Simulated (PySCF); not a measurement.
Gas-phase reaction: (CH₃)₂Si + 3 (CH₃)₂SiH₂ = 4 CH₃SiH₂ + C₄H₁₀ (n-butane)

Computed with PySCF and rigid-rotor harmonic-oscillator thermochemistry at 1 bar. † marks an energy on the PBE0/def2-TZVP geometry and frequencies; other levels use their own. MP2 and CCSD(T) freeze the core. Open shells (unrestricted): CH₃SiH₂ (multiplicity 2); the rest are closed-shell singlets. B3LYP is the form with VWN-RPA correlation. (CH₃)₂Si, CH₃SiH₂: computed as isolated molecules; such fragments, hydroxides, amides, oligomers or adducts are transient or little studied in the gas. MP2 isn't extrapolated to the basis-set limit. CCSD(T) isn't extrapolated to the basis-set limit.

| level | ΔH°(298 K), kJ |
|---|---|
| B3LYP/def2-TZVP† | [?] |
| BLYP/def2-TZVP† | [?] |
| CCSD(T)/def2-SVP† | 483 |
| MP2/def2-TZVPP† | 547 |
| PBE/def2-TZVP† | 505 |
| PBE0/def2-SVP† | [?] |
| PBE0/def2-TZVP | 505 |
| r2SCAN/def2-TZVP† | [?] |
| ωB97M-V/def2-TZVP† | 586 |

Q: What belongs in the gaps?

A: 
- B3LYP/def2-TZVP†, ΔH°(298 K), kJ: 519
- BLYP/def2-TZVP†, ΔH°(298 K), kJ: 510
- PBE0/def2-SVP†, ΔH°(298 K), kJ: 483
- r2SCAN/def2-TZVP†, ΔH°(298 K), kJ: 494
